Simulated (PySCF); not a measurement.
Molecule: `N=C1CCC1`, C4H7N.

Molfile (atoms numbered from 1):
```
C4H7N
     RDKit          3D

 12 12  0  0  0  0  0  0  0  0999 V2000
    2.0161   -0.8064   -0.2564 N   0  0  0  0  0  0  0  0  0  0  0  0
    0.8579   -0.3496   -0.0599 C   0  0  0  0  0  0  0  0  0  0  0  0
    0.1811    1.0153   -0.0931 C   0  0  0  0  0  0  0  0  0  0  0  0
   -1.1801    0.2921    0.0563 C   0  0  0  0  0  0  0  0  0  0  0  0
   -0.4461   -1.0585    0.2464 C   0  0  0  0  0  0  0  0  0  0  0  0
    2.6670   -0.0420   -0.4687 H   0  0  0  0  0  0  0  0  0  0  0  0
    0.4565    1.6501    0.7651 H   0  0  0  0  0  0  0  0  0  0  0  0
    0.3406    1.5984   -1.0142 H   0  0  0  0  0  0  0  0  0  0  0  0
   -1.7940    0.3309   -0.8544 H   0  0  0  0  0  0  0  0  0  0  0  0
   -1.7975    0.6202    0.9035 H   0  0  0  0  0  0  0  0  0  0  0  0
   -0.4817   -1.4587    1.2724 H   0  0  0  0  0  0  0  0  0  0  0  0
   -0.7041   -1.8745   -0.4460 H   0  0  0  0  0  0  0  0  0  0  0  0
  1  2  2  3
  2  3  1  0
  3  4  1  0
  4  5  1  0
  5  2  1  0
  1  6  1  0
  3  7  1  0
  3  8  1  0
  4  9  1  0
  4 10  1  0
  5 11  1  0
  5 12  1  0
M  END
```

Spin–spin couplings on one PBE0-D3(BJ)/def2-SVP geometry, PySCF, gas phase, non-relativistic, equivalent pairs averaged (spin–dipole term only in couplings to heteroatoms); isotopes ¹³C, ¹H, ¹⁵N; functional B3LYP.

Task: How do the couplings (Hz) change with the basis set? Times are CPU seconds on shared hosts with different chips, so compare them loosely. Far from the basis limit: 6-31G*, pcJ-0, 6-31G-J, def2-TZVP, cc-pVTZ.

Result: 
| basis set | functions | ¹J(C4,H9) | ¹J(C5,H11) | ¹J(C3,H7) | ¹J(C2,C5) | ¹J(N1,H6) | ¹J(C4,C5) | ¹J(C3,C4) | core-s |
| --- | --- | --- | --- | --- | --- | --- | --- | --- | --- |
| 6-31G* | 84 | 152.8 | 152.5 | 151.5 | 54.0 | -51.6 | 44.9 | 44.5 | 4.5 |
| pcJ-0 | 86 | 122.2 | 122.3 | 120.2 | 30.5 | -34.0 | 23.3 | 23.4 | 4.8 |
| 6-31G-J | 88 | 147.4 | 145.8 | 144.0 | 39.9 | -45.1 | 30.6 | 30.5 | 5.2 |
| def2-TZVP | 197 | 135.2 | 133.7 | 132.7 | 36.5 | -45.4 | 28.4 | 28.3 | 16 |
| pcJ-1 | 205 | 143.2 | 141.5 | 140.1 | 39.4 | -48.8 | 30.9 | 30.8 | 19 |
| cc-pVTZ | 248 | 125.0 | 123.6 | 123.0 | 29.6 | -40.3 | 22.8 | 22.8 | 22 |

The Fermi-contact term samples the wavefunction at the nucleus, which is why sets with added tight s functions (names with J) are made for couplings.
